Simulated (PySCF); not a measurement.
Structure problem from calculated spectra and properties.

Formula: C4H4FN.

* Polarisability: 54.5 au [B3LYP/def2-SVPD]
* Rotational structure: rotational constants A, B, C: 8.403, 2.258, 1.800 GHz [PBE0-D3(BJ)/def2-SVP]
* Triplet: lowest triplet excitation (Tamm–Dancoff): 3.74 eV [TDA B3LYP/def2-SVPD]
* UV, first state: lowest singlet excitation: 6.24 eV (199 nm, f = 0.294) [TDDFT B3LYP/def2-SVPD]
* XPS: C1s 291.3, C1s 292.5, C1s 292.6, C1s 294.1, N1s 405.3, F1s 693.4 eV [ΔSCF SCAN, pcX-2 on the ionised atom, pcseg-1 elsewhere, spin-free X2C]
* 13C NMR: chemical shifts (computed TMS as zero) by class: 136.4 (1 C), 132.4 (1 C), 121.8 (1 C), 89.2 (1 C) ppm [GIAO PBE/pcSseg-2]

Electronic properties: PySCF, gas phase, density fitting. Levels stand in brackets. One conformer (not necessarily the lowest) at the PBE0-D3(BJ)/def2-SVP geometry, without solvent, vibrations or thermal averaging. NMR values are class means; diastereotopic atoms form classes of their own.

**Question.** Give a SMILES that accounts for the data.

**Answer.** Numbering: `[CH2:1]=[C:2]([C:3]#[N:4])[CH2:5][F:6]`. Its formula, C4H4FN, gives 3 degrees of unsaturation: 0 rings and 3 π bonds in the structure found. 4 carbons fall into 4 classes; from least to most shielded: terminal =CH2 carbon [C1] (136.4 ppm), fully substituted alkene carbon [C2] (132.4 ppm), nitrile carbon [C3] (121.8 ppm), sp3 C–F carbon [C5] (89.2 ppm). The core levels belong to: C1s 291.3 eV, terminal =CH2 carbon [C1]; C1s 292.5 eV, fully substituted alkene carbon [C2]; C1s 292.6 eV, nitrile carbon [C3]; C1s 294.1 eV, sp3 C–F carbon [C5]; N1s 405.3 eV, nitrile nitrogen [N4]; F1s 693.4 eV, alkyl fluorine [F6]. The hole state at 292.6 eV has ⟨S²⟩ = 0.83 against 0.75, so that value is less sure. S1 is mainly HOMO→LUMO (weight 0.89); the largest Löwdin shares of the orbital it empties are 0.31 on the terminal =CH2 carbon, 0.27 on the fully substituted alkene carbon, 0.17 on the nitrile nitrogen and 0.11 on the nitrile carbon, of the orbital it fills 0.33 on the terminal =CH2 carbon, 0.23 on the fully substituted alkene carbon, 0.16 on the nitrile nitrogen and 0.12 on the nitrile carbon. The optimised geometry has point group Cs and is an asymmetric top. Structure: `C=C(C#N)CF`. Computed isomers that give other values at the same levels: `C/C(F)=C\C#N` (13C chemical shifts (computed TMS as zero) by class: 192.9 (1 C), 121.7 (1 C), 86.0 (1 C), 19.1 (1 C) ppm); `C/C(F)=C/C#N` (13C chemical shifts (computed TMS as zero) by class: 188.5 (1 C), 118.6 (1 C), 84.0 (1 C), 21.0 (1 C) ppm); `Fc1ccc[nH]1` (13C chemical shifts (computed TMS as zero) by class: 156.5 (1 C), 113.7 (1 C), 109.2 (1 C), 90.6 (1 C) ppm). The assignments are read from this structure; whether some other isomer fits the data as well wasn't checked.

The values belong to the conformer `[CH2:1]=[C:2]([C:3]#[N:4])[CH2:5][F:6]`: C1–C2–C5–F6 -1°.
